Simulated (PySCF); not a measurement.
allene (C₃H₄), SMILES C=C=C. Geometry: B3LYP-D3(BJ)/def2-TZVP.

Method: B3LYP-D3(BJ)/def2-TZVP run with PySCF.

Harmonic wavenumbers (cm⁻¹): 372, 372, 873, 873, 883, 1020, 1020, 1113, 1429, 1486, 2047, 3125, 3129, 3199, 3199. Rotational constants (GHz): 146.1, 8.971, 8.971; symmetry number 4.

Work out the zero-point energy and the ideal-gas rigid-rotor harmonic-oscillator thermochemistry at 298.15 K and 1 atm.

ZPE = ½ Σ hcν = ½ × 24139 cm⁻¹ = 34.51 kcal/mol. H − E(el) = 37.48 kcal/mol. Entropy in cal/(mol K): translation 36.99, rotation 18.09, vibration 2.86, total 57.94. G − E(el) = 20.20 kcal/mol. Cp = 13.77 cal/(mol K).
